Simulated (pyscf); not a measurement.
Structures and frequencies: ωB97X-D3(BJ)/def2-SVP in PySCF.

Q: Estimate the classical barrier height and the reaction energy of `[F][SiH2][F]` + `[NH3]` → `[NH2][SiH]([F])[F]` + `[H][H]` at ωB97M-D3(BJ)/def2-TZVP. The step runs on the singlet surface, breaks H–Si, H–N and forms N–Si, H–H; take the separated reactants as zero.

A: ΔE‡ = 1.45 eV, ΔE = -0.61 eV. Zero-point energy shifts the barrier by -0.04 eV. It is a four-centre exchange, with an imaginary mode of 1498i cm⁻¹. On the reactant side the descent ends in an adduct with a N–Si contact (not fully relaxed), 0.36 eV under the separated species and 1.82 eV under the saddle at ωB97X-D3(BJ)/def2-TZVP. What is counted as formed (N–Si) is already present as a longer contact in the reactant adduct; forming that adduct is a step of its own. The same reactants have a lower exit, to HF + H₂N–SiH₂–F (barrier +0.96 eV at ωB97M-D3(BJ)/def2-TZVP, against +1.45 eV here). This is the saddle that the search found; another between the same sides may lie lower.
